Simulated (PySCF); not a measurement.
ammonia (H₃N), SMILES N.

Coordinates come from a PBE-D3(BJ)/def2-TZVPD optimisation.

Two levels are set side by side: PBE/def2-TZVPD (PySCF) and M06-2X/def2-TZVPD (PySCF). Same geometry, gas phase. Differences are taken from unrounded values.

```tsv
quantity	M06-2X
orbital gap (eV)	9.92
highest occupied level (eV)	-9.31
lowest empty level (eV)	0.61
dipole moment (D)	1.56
mean polarisability (bohr³)	13.8
```

### Question
What does PBE give, and how far is it from M06-2X? (An estimate is asked for; the answer gives what the named calculation found.)

### Answer

```
quantity                       PBE  PBE minus M06-2X
---------------------------  -----  ----------------
orbital gap (eV)              5.83             -4.09
highest occupied level (eV)  -6.17              3.14
lowest empty level (eV)      -0.34             -0.95
dipole moment (D)             1.49             -0.07
mean polarisability (bohr³)   14.9               1.1
```

PBE's occupied levels lie high since its potential decays too fast outside the molecule; exact exchange lowers them and widens the gap. Loosely held outer electrons make PBE densities more polarisable. Differences between two approximate levels are no errors against the true value.

Rough cost on one machine, each run with all the roots and properties that it gave: M06-2X against PBE about 3 times.
